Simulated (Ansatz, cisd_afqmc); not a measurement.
Species: CH₅N, charge 0, singlet. CH5N (SMILES NC).
B3LYP-D3(BJ)/def2-TZVP minimum from Ansatz (a program for electronic structure):
```xyz
7

C      0.0542     0.7048     0.0003
N      0.0439    -0.7575     0.0005
H     -0.9369     1.1793    -0.0070
H     -0.4495    -1.1127     0.8106
H     -0.4377    -1.1131    -0.8166
H      0.5892     1.0603     0.8824
H      0.6020     1.0600    -0.8741
```
Charge 0, spin multiplicity 1.

Total energies in cc-pVDZ, 14 correlated electrons, 2 frozen orbitals. UHF or UKS for unpaired electrons; spin-orbit terms are left out. Correlated methods leave the cores frozen. No relativity. AFQMC/CISD: phaseless, guided by CISD from CCSD amplitudes; bars are statistical, one sigma. Outlying blocks are dropped, and bars are widened where a walk drifts. Over all cases where full CI ran beside it in this data, AFQMC minus full CI had a median of +0.1 mEh and passed +0.4 mEh in a tenth of the cases.

```
method         program        energy (Eh)  minus CCSDT(Q) (mEh)
----------  ----------  -----------------  --------------------
HF              Ansatz          -95.22154                365.36
MP2             Ansatz          -95.54679                 40.10
CCSD            Ansatz          -95.57742                  9.47
CCSD(T)         Ansatz          -95.58581                  1.09
CCSDT(Q)        Ansatz          -95.58689                  0.00
AFQMC/CISD  cisd_afqmc  -95.5871 ± 0.0004            -0.2 ± 0.4
```

Rough core times of Ansatz's runs on a shared machine: CCSD(T) under 20 s, CCSDT(Q) 50 s.
